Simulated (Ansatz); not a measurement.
`[NH3+][AlH3-]` at its PBE0-D4/def2-TZVP geometry, where that method's forces vanish. Charge 0, multiplicity 1.

```xyz
8

N     0.2152    0.5304   -0.8086
Al   -0.2325   -0.5730    0.8734
H     0.7508    1.3584   -0.5687
H    -0.6304    0.8325   -1.2814
H     0.7624   -0.0149   -1.4667
H    -1.0704    0.5253    1.6869
H     1.2559   -0.8901    1.3776
H    -1.0511   -1.7686    0.1873
```

**Question.** What forces (eV/Å) does ωB97M-V/def2-TZVPP give on these atoms in Ansatz 0.2.0? (An estimate is asked.)

**Answer.** Computed: 
```
N1   0.013  0.033 -0.050
Al2 -0.031 -0.075  0.115
H3  -0.022 -0.030 -0.025
H4   0.044 -0.005  0.009
H5  -0.022  0.035  0.017
H6   0.074 -0.093 -0.075
H7  -0.129  0.030 -0.048
H8   0.072  0.107  0.056
```
